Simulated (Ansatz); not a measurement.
**Interaction energy ladder**

The pair of NH₄⁺ (SMILES [NH4+], atoms 1–5) and H₂O (SMILES O, atoms 6–8), both closed shells, in one local arrangement (a lower one may exist), relaxed at PBE0-D4/def2-TZVP:

N1  (0.155, 0.177, -1.118)
H2  (-0.339, -0.533, -1.659)
H3  (1.149, 0.132, -1.343)
H4  (0.009, 0.011, -0.074)
H5  (-0.204, 1.096, -1.380)
O6  (-0.204, -0.236, 1.483)
H7  (0.032, 0.365, 2.197)
H8  (-0.599, -1.012, 1.893)
(Å)

Program: Ansatz 0.2.0. Basis: def2-TZVPPD, with def2-QZVPPD for the basis limit. Cores are frozen in the correlated methods. B3LYP uses VWN-RPA correlation. Extrapolation: Hartree–Fock as exp(−7.88 √X), correlation as X^−2.97. Interaction energies count from these two fragments, frozen as in the pair, with the counterpoise correction; negative means bound.

Problem. What is the interaction energy by CCSD(T) at an estimated basis limit (MP2 extrapolated from triple and quadruple zeta, plus CCSD(T) − MP2 in triple zeta)? (An estimate is asked for; the value comes from the calculation.)

Solution. By the calculation: -21.28 kcal/mol. Hartree–Fock alone gives -19.10 kcal/mol at the basis limit. It counts from the two fragments frozen as in the pair.

The same quantity by other methods in triple zeta, and each one's difference from that estimate:
```json
{"method": "PBE-D4", "E_int (kcal/mol)": "-22.53", "difference": "-1.25"}
{"method": "revPBE-D4", "E_int (kcal/mol)": "-21.34", "difference": "-0.06"}
{"method": "BLYP-D4", "E_int (kcal/mol)": "-21.59", "difference": "-0.32"}
{"method": "r2SCAN-D4", "E_int (kcal/mol)": "-22.22", "difference": "-0.94"}
{"method": "B97M-V", "E_int (kcal/mol)": "-21.54", "difference": "-0.26"}
{"method": "PBE0-D4", "E_int (kcal/mol)": "-22.65", "difference": "-1.37"}
{"method": "B3LYP-D4", "E_int (kcal/mol)": "-22.12", "difference": "-0.84"}
{"method": "HSE06-D4", "E_int (kcal/mol)": "-22.63", "difference": "-1.35"}
{"method": "wB97X-V", "E_int (kcal/mol)": "-21.59", "difference": "-0.32"}
{"method": "wB97M-V", "E_int (kcal/mol)": "-21.60", "difference": "-0.32"}
{"method": "B2PLYP", "E_int (kcal/mol)": "-21.20", "difference": "0.08"}
{"method": "HF", "E_int (kcal/mol)": "-19.03", "difference": "2.24"}
{"method": "MP2", "E_int (kcal/mol)": "-20.80", "difference": "0.48"}
{"method": "CCSD", "E_int (kcal/mol)": "-20.26", "difference": "1.02"}
{"method": "CCSD(T)", "E_int (kcal/mol)": "-20.55", "difference": "0.73"}
```
Differences are method less estimate.

Problem. Which atoms make the shortest contact between the fragments?

Solution. H4 and O6, 1.59 Å apart.

Energy to bend the free fragments (PBE0-D4 minima) into their shapes in the pair, CCSD(T)/def2-TZVPPD: NH₄⁺ 0.96 kcal/mol; H₂O 0.11 kcal/mol. This must be added to the interaction energy to get the binding energy from relaxed fragments.

Basis-set superposition shift (counterpoise-corrected less uncorrected): CCSD(T) 0.67; MP2 0.67; HF 0.03; PBE0-D4 0.04; wB97M-V 0.04 kcal/mol.

T1 diagnostic: at most 0.011.

For scale, one of the runs: CCSD(T)/def2-TZVPPD, 179 basis functions (an equivalent command: `ansatz run in.yaml --threads 2`). Hardware: 2 CPU threads, shared host. Wall time 9 s; peak host memory 1.9 GiB.
